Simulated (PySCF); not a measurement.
# Gas-phase XPS of `C=CP1C=C1`, computed

C4H5P.
Cartesian coordinates in Å at the PBE0-D3(BJ)/def2-SVP level; atoms count from 1:
```
atom  x, y, z in Å
C1    -2.1616   -0.0761   -0.1610
C2    -0.8459    0.0943   -0.3247
P3     0.3378   -0.4443    0.9665
C4     1.8350    0.5518    0.5930
C5     1.9107   -0.6241    0.0346
H6    -2.5662   -0.5419    0.7453
H7    -2.8872    0.2378   -0.9180
H8    -0.4555    0.5635   -1.2383
H9     2.3514    1.4991    0.7476
H10    2.5304   -1.2808   -0.5757
```

The calculation used PySCF 2.14.0, delta-SCF UKS SCAN, pcX-2 on the ionised atom, pcseg-1 elsewhere, spin-free X2C. Binding energies are ΔSCF values: E(core-ionised, relaxed orbitals) − E(ground state) at a fixed geometry, referred to the vacuum level.

List the computed XPS lines with their assignment.

```csv
atom(s),environment,level,binding energy (eV),2p1/2 (eV),above the level's lowest (eV),count
P3,phosphine phosphorus,P 1s,2150.06,–,0.00,1
C4/C5,alkene CH carbon,C 1s,290.61,–,+0.47,2
C1,terminal =CH2 carbon,C 1s,290.21,–,+0.07,1
C2,alkene CH carbon,C 1s,290.14,–,0.00,1
P3,phosphine phosphorus,P 2p3/2,136.39,137.28,0.00,1
```

The listed C 1s values span 0.47 eV, from C2 (bonded to C (double bond), H and P) to C4/C5 (bonded to C (double bond), H and P). Summing the Pauling electronegativity differences to the bonded atoms, each weighted by its formal bond order, gives -0.71 for the lowest site and -0.71 for the highest; the largest sum, -0.70, belongs to C1, 0.40 eV below the top.

Which photon energy gives electrons from P 2p3/2 of P3 a kinetic energy of 150 eV, and what is their de Broglie wavelength?

hν = 136.39 + 150 = 286.39 eV, recoil neglected; λ = 12.264 Å/√(E/eV) = 1.00 Å.

The first atom of each set that the bonding makes equivalent was ionised and stands for the set. The 2p values aren't plain energy differences: one relaxed spin-free 2p hole is combined with a matrix within the shell (ground-state 2p orbital-energy differences and spin–orbit coupling). 2p3/2, the mean of its two sublevels, lies a third of the splitting below the shell's mean and 2p1/2 two thirds above it; the statistical areas are 2:1. 2p1/2 minus 2p3/2 (ligand field included): P 0.89 eV. The structure is a single PBE0-D3(BJ)/def2-SVP conformer in the gas phase; no vibrational or solvent corrections.

Hardware: one thread, AMD EPYC 7R43 (x86_64), no GPU, shared host with 256 logical CPUs at a one-minute load of 81. Cost: 26 s of wall time, 0.54 GiB resident at most.
